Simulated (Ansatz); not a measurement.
**BHNO− (SMILES [NH-]B=O): single points off equilibrium**

The task here is to estimate one member of a computed series from the others.

Program: Ansatz 0.2.0, Gaussian basis. Level of theory: single points in def2-TZVPPD. These are calculated values, not measurements.

Cores are frozen in the correlated methods.

2 further runs of the same task are left out: 2 that didn't finish.

**The starting structure**

SMILES `[NH-]B=O`, 4 atoms, charge -1, spin multiplicity 1.

Atoms are counted from 1 here; the program's logs count them from 0.

Bond lengths: N1–B2 1.372 Å, N1–H4 0.968 Å, B2–O3 1.254 Å. Angles: B2–N1–H4 115.5°, N1–B2–O3 170.2°.

Geometry (Å):

```xyz
4
BHNO
N    -0.7130    0.2587   -0.4518
B     0.3321   -0.3734    0.1722
O     1.1917   -1.1329    0.6792
H    -0.7401    1.2204   -0.3469
```

Set-up of the first run:

run/in.yaml

```yaml
crystal:
  periodic: [false, false, false]
  atoms:
    - {symbol: N, position_ang: [-0.713026, 0.258677, -0.451752]}
    - {symbol: B, position_ang: [0.332126, -0.373386, 0.172202]}
    - {symbol: O, position_ang: [1.191678, -1.132883, 0.679162]}
    - {symbol: H, position_ang: [-0.740108, 1.220351, -0.346862]}
basis:
  gaussian: {orbitals: "def2-TZVPPD.json"}
total_charge: -1
hamiltonian: {xc: pbe, dispersion: d4}
output: {forces: true}
```

The basis file named in the input lies beside it (Basis Set Exchange, JSON).

Launch:

```bash
$ ansatz run in.yaml --threads 2 --pin off --events-out ev --progress --plain --max-ram 3481MiB
```

Steps of the session up to this table: PBE-D4/def2-TZVPPD; r2SCAN-D4/def2-TZVPPD; PBE0-D4/def2-TZVPPD; wB97M-V/def2-TZVPPD; CCSD(T)/def2-TZVPPD.

One of the session's tables, all rows but one given; the rest of the session is left out.

```
   method  RMS force component (eV/Å)  angle to CCSD(T) forces (°)
   PBE-D4                       1.238                          3.8
r2SCAN-D4                       1.143                          7.8
  PBE0-D4                           ?                            ?
  wB97M-V                       1.116                         11.7
  CCSD(T)                       1.089                    reference
```

Estimate the missing values for PBE0-D4.

As computed: RMS force component (eV/Å): 1.140; angle to CCSD(T) forces (°): 13.0. In the column «RMS force component (eV/Å)» it lies between wB97M-V (1.116) and r2SCAN-D4 (1.143).
